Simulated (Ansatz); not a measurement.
**bcc K**

The numbers are results of PBE in Ansatz (PAW), not measurements.

Settings: plane-wave cutoff 520 eV, 18×18×18 k mesh, Fermi–Dirac smearing 0.1 eV, perturbation theory, force constants from a 6×6×6 q mesh, scalar-relativistic PAW data made under PBE.

Cell: relaxed at this level.

```json
{
  "zero_point_energy": "0.009 eV/atom"
}
```

The result took roughly 50 core-minutes.

Ansatz is a first-principles code.
